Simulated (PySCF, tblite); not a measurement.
**C2H2Br−, a complex of two parts: NMR shifts, interaction energy, infrared bands, spin-spin couplings and core binding energies**

One table from this session's results is given with a row withheld; the runs are named, their logs left out.

Computed with tblite 0.8.0 and PySCF 2.14.0; each step states its level. No surroundings beyond the atoms listed, unless a continuum is named. Atoms count from 0, parts from 1.

## Starting point

5 atoms, charge -1, multiplicity 1; geometry: rigid parts in contact. Parts: 1 = atoms 0–3, `C#C`, charge 0; 2 = atom 4, `[Br-]`, charge -1.

Set-up of the first run:

What the job is given:

```
{"job": {"kind": "dock", "xc": "GFN2-xTB", "basis": "xTB"}, "charge": -1, "multiplicity": 1, "parts": [{"atoms": "0-3", "charge": 0, "multiplicity": 1}, {"atoms": "4-4", "charge": -1, "multiplicity": 1}]}
C     -0.579710     0.078110     0.118713
C      0.579677    -0.078186    -0.118844
H     -1.599189     0.215373     0.327817
H      1.599221    -0.215297    -0.327686
Br    -3.621987    -0.024454    -1.310976
```

With the program's defaults for keys left out, this is: GFN2-xTB search for minima from random contacts, gas phase.

Command:

```sh
$ OMP_NUM_THREADS=1 python cluster_run.py task.json out
```

The driver reads the jobs from task.json and runs them one after another.

Steps of the session up to this table: Search for minima with GFN2-xTB; Relaxing the molecule at PBE0-D3(BJ)/def2-TZVPD; Shielding tensors: PBE0/aug-pcSseg-2; Coupled-cluster interaction energy: CCSD(T) and MP2.

One of the session's tables, all rows but one given; the rest of the session is left out.

It belongs to the step «Coupled-cluster interaction energy: CCSD(T) and MP2». 

| method | interaction energy (kcal/mol) |
| --- | --- |
| HF/aug-cc-pVDZ | -6.72 |
| MP2/aug-cc-pVDZ | -8.21 |
| CCSD/aug-cc-pVDZ | -7.54 |
| CCSD(T)/aug-cc-pVDZ | -7.87 |
| HF/aug-cc-pVQZ | -6.84 |
| MP2/aug-cc-pVQZ | -9.30 |
| SCS-MP2/aug-cc-pVQZ | ? |
| MP2, extrapolated | -9.48 |
| CCSD(T), limit estimate | -9.13 |

Estimate the missing values for SCS-MP2/aug-cc-pVQZ.

The run gave: interaction energy (kcal/mol): -8.45. In the column «interaction energy (kcal/mol)» it lies between CCSD(T), limit estimate (-9.13) and MP2/aug-cc-pVDZ (-8.21).
